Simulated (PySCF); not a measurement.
Species: CH6OSi.
Geometry (GFN2-xTB, Å), atoms numbered from 1 in this order:
```
atom  x, y, z in Å
C1    -1.3496   -0.2339   -0.0196
O2    -0.1921    0.2763   -0.6019
Si3    1.3296    0.2616   -0.0448
H4    -1.2654   -1.3121    0.1404
H5    -2.1839   -0.0371   -0.6950
H6    -1.5477    0.2463    0.9427
H7     1.8103   -1.1098    0.1581
H8     1.9773    0.9529   -1.1452
H9     1.4351    0.9619    1.2402
```

Computed, not measured: TDDFT wB97X-D/def2-SVPD, vertical, gas phase, core orbitals frozen in the response in PySCF 2.14.0, density-fitted response routines.

Ground-to-excited transition dipoles (e·a0, same axes as the geometry; the sign carries no meaning), for the states with f of 0.002 or more among the lowest 8:

| state | E (eV) | μx | μy | μz |
| --- | --- | --- | --- | --- |
| S2 | 7.769 | 0.230 | 0.120 | -0.151 |
| S3 | 8.306 | -0.086 | 0.479 | 0.248 |
| S4 | 8.553 | -0.038 | 0.193 | 0.102 |
| S5 | 8.842 | -0.053 | 0.167 | -0.338 |
| S6 | 8.926 | 0.041 | -0.238 | -0.126 |
| S7 | 9.043 | 0.160 | 0.030 | -0.018 |
| S8 | 9.122 | 0.041 | -0.230 | -0.118 |

Problem. What oscillator strength does each state have?

Solution. f = (2/3) ΔE |μ|² with ΔE in hartree (27.2114 eV).

```
state  |μ|² (au)  |μ| (D)      f
   S2      0.090     0.76  0.017
   S3      0.299     1.39  0.061
   S4      0.049     0.56  0.010
   S5      0.145     0.97  0.031
   S6      0.074     0.69  0.016
   S7      0.027     0.42  0.006
   S8      0.069     0.67  0.015
```

Problem. Label these states by symmetry in Cs.

Solution. From a totally symmetric ground state, an allowed state transforms like the component of the dipole operator along its μ. Polarised normal to the mirror plane, so A″: S3, S4, S6 and S8. Polarised in the mirror plane, so A′: S2, S5 and S7.

Problem. What angle do the transition dipoles of S2 and S5 make?

Solution. |cos θ| = |μa·μb| / (|μa| |μb|) = 0.51, so θ ≈ 59° (taken between 0 and 90°, since the signs are arbitrary).

Problem. What peak molar absorption coefficient would the strongest computed level give as a lone Gaussian band 0.4 eV wide at half height?

Solution. ε(max) = 2.175×10⁸ f / FWHM, with the width in cm⁻¹. S3: 2.175×10⁸ × 0.0608 / 3226 ≈ 4100 L mol⁻¹ cm⁻¹.

Without π bonds the low states may be Rydberg-like; a valence basis with one diffuse set may place them up to an eV too high.
